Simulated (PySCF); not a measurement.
What binds to bromide, and how strongly

Gas-phase complexes of bromide (charge -1), each in one structure from a short search with a few starts, optimised by PBE0-D3(BJ)/def2-TZVPD; other ways of binding may lie lower. Energies in kcal/mol, wB97M-D3(BJ)/def2-TZVPD, counterpoise-corrected (PySCF): interaction is complex less parts frozen as they stand in it, binding adds what it costs to deform them. Contacts are written partner···bromide; electrostatic, Pauli and orbital are terms of the uncorrected same energy, whose rest is dispersion or correlation.

1 other partner is left out, for which the search missed the form known or expected to bind best.

Frequency runs check only 4 of the 7 structures; these show no clear imaginary mode.

(1) Order these partners of bromide by binding energy, strongest first: bromine monofluoride, water, GeH3F, alane, formaldehyde, chlorine monofluoride, hydrogen cyanide.

Results:

(1) alane (-44.0), bromine monofluoride (-31.9), chlorine monofluoride (-25.6), hydrogen cyanide (-18.7), GeH3F (-18.4), water (-12.5), formaldehyde (-10.0).
```csv
partner,contact,distance (Å),binding,interaction,electrostatic,Pauli,orbital
alane,Al···Br,2.43,-44.0,-57.0,-67.9,60.5,-48.8
bromine monofluoride,Br···Br,2.56,-31.9,-41.4,-66.7,89.7,-63.9
chlorine monofluoride,Cl···Br,2.43,-25.6,-39.5,-62.4,97.5,-74.1
hydrogen cyanide,H···Br,2.25,-18.7,-19.7,-24.4,18.0,-12.6
GeH3F,Ge···Br,2.83,-18.4,-25.5,-45.7,46.7,-25.6
water,H···Br,2.34,-12.5,-13.0,-16.8,11.0,-6.6
formaldehyde,C···Br,3.11,-10.0,-10.2,-15.4,12.9,-6.8
```
